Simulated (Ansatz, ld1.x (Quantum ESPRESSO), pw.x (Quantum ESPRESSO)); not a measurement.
**I: does the TM potential hold in the solid?**

```json
{
 "Element": "iodine",
 "Generator": "ld1.x (Quantum ESPRESSO) 7.5",
 "Type": "norm-conserving Troullier–Martins (Kleinman–Bylander form)",
 "Functional": "PBEsol",
 "Relativity": "scalar-relativistic",
 "Frozen core": "[Kr] 4d10",
 "Valence charge": "7",
 "Reference configuration": "5s1 5p6",
 "Partial waves": "5p (bound): rc 1.65 bohr; 5s (bound): rc 1.75 bohr",
 "Local potential": "the s channel",
 "Core correction": "a·sin(br)/r model core inside 1.45 bohr"
}
```

Atomic tests: cutoffs needed: 45 Ry and 80 Ry (the cutoffs (Ry, on a coarse ladder) from which the occupation-weighted sum of valence levels, in a spherical-Bessel basis at the reference potential, stays within 10 and 1 mRy of its value at 400 Ry); ghost test: no extra level below or beside the all-electron valence levels (p, s, d, f tested) (spherical-Bessel basis up to 400 Ry, 20 bohr box); largest excitation error: -108 meV (all-electron minus pseudo) for 5s2 5p1, out of 7 test configurations.

Crystal test: fcc I in pw.x 7.5, no spin, 11³ k-points, Fermi–Dirac smearing 0.01 Ry, cutoffs 100/400 Ry. The reference is all-electron LAPW (Ansatz 0.2.0) with the same functional, mesh and smearing; V0 and B0 come from Birch–Murnaghan fits to the pressures at five volumes. Errors are pseudo minus all-electron; Δ is the rms difference of the E(V) curves that follow from these fits, minima aligned, over ±6 % about the mean V0. Mesh and smearing are coarse, so the numbers serve the comparison and aren't converged zero-temperature values; the lattice is a test structure that the element need not adopt.

```csv
V (Å³/atom),P all-electron (GPa),P pseudo (GPa)
30.553,1.84,-3.98
31.357,0.83,-4.41
32.161,-0.04,-4.75
32.965,-0.77,-5.03
33.769,-1.39,-5.24
```

All-electron: a0 = 5.046 Å (V0 = 32.12 Å³/atom), B0 = 32.0 GPa.

Pseudopotential: mean pressure error (GPa): -4.78. The pressure does not cross zero within the volumes sampled, so no fit is given. This is a poor potential for the solid.

Q: At the middle volume, how do free energy and pressure move when the wave cutoff is lowered (ecutrho kept at four times it)?

A:

```csv
cutoff (Ry),shift of F (meV/atom),shift of P (GPa)
45,+79.0,+0.12
60,+44.9,-0.70
80,+3.9,+0.12
```

Input at the middle volume:

```
&control
  calculation='scf', prefix='x', pseudo_dir='./', outdir='./tmp', tstress=.true., disk_io='none'
/
&system
  ibrav=0, nat=1, ntyp=1, ecutwfc=100, ecutrho=400, nbnd=11,
  occupations='smearing', smearing='fd', degauss=0.01
/
&electrons
  conv_thr=1e-09, mixing_beta=0.4, electron_maxstep=70
/
ATOMIC_SPECIES
I 1.0 I.UPF
CELL_PARAMETERS angstrom
  0.00000000 2.52406102 2.52406102
  2.52406102 0.00000000 2.52406102
  2.52406102 2.52406102 0.00000000
ATOMIC_POSITIONS crystal
I 0.0000 0.0000 0.0000
K_POINTS automatic
11 11 11 0 0 0
```

```bash
pw.x < I.scf.in > I.scf.out
```

Lines of the output:

```
Message from routine setup:
     using ibrav=0 with symmetry is DISCOURAGED, use correct ibrav instead
     lattice parameter (alat)  =       6.7455  a.u.
     unit-cell volume          =     217.0332 (a.u.)^3
     number of electrons       =         7.00
     number of Kohn-Sham states=           11
     kinetic-energy cutoff     =     100.0000  Ry
     charge density cutoff     =     400.0000  Ry
     scf convergence threshold =      1.0E-09
     Exchange-correlation= PBESOL
     number of k points=    56  Fermi-Dirac smearing, width (Ry)=  0.0100
     iteration #  1     ecut=   100.00 Ry     beta= 0.40
     total energy              =     -30.44795585 Ry
     estimated scf accuracy    <       0.00542608 Ry
     iteration #  2     ecut=   100.00 Ry     beta= 0.40
     total energy              =     -30.44777706 Ry
     estimated scf accuracy    <       0.00098502 Ry
     iteration #  3     ecut=   100.00 Ry     beta= 0.40
     total energy              =     -30.44798284 Ry
     estimated scf accuracy    <       0.00003130 Ry
     iteration #  4     ecut=   100.00 Ry     beta= 0.40
     total energy              =     -30.44798476 Ry
     estimated scf accuracy    <       0.00000109 Ry
     iteration #  5     ecut=   100.00 Ry     beta= 0.40
     total energy              =     -30.44798519 Ry
     estimated scf accuracy    <       0.00000001 Ry
     iteration #  6     ecut=   100.00 Ry     beta= 0.40
     total energy              =     -30.44798520 Ry
     estimated scf accuracy    <          2.7E-09 Ry
     iteration #  7     ecut=   100.00 Ry     beta= 0.40
     the Fermi energy is     5.9596 ev
!    total energy              =     -30.44798520 Ry
     estimated scf accuracy    <          8.3E-12 Ry
     smearing contrib. (-TS)   =      -0.00562594 Ry
     The total energy is F=E-TS. E is the sum of the following terms:
     one-electron contribution =       4.54923065 Ry
     hartree contribution      =       1.22710390 Ry
     xc contribution           =     -12.66854571 Ry
     ewald contribution        =     -23.55014811 Ry
     convergence has been achieved in   7 iterations
          total   stress  (Ry/bohr**3)                   (kbar)     P=      -47.54
     Message from routine punch:
     Nothing written, as per user request (disk_io='none')
```

The run at the middle volume (56 k-points, 7 iterations) took about 33 s on one core of a shared host (Neoverse-V1, 32 threads, 247 GiB, load 14).
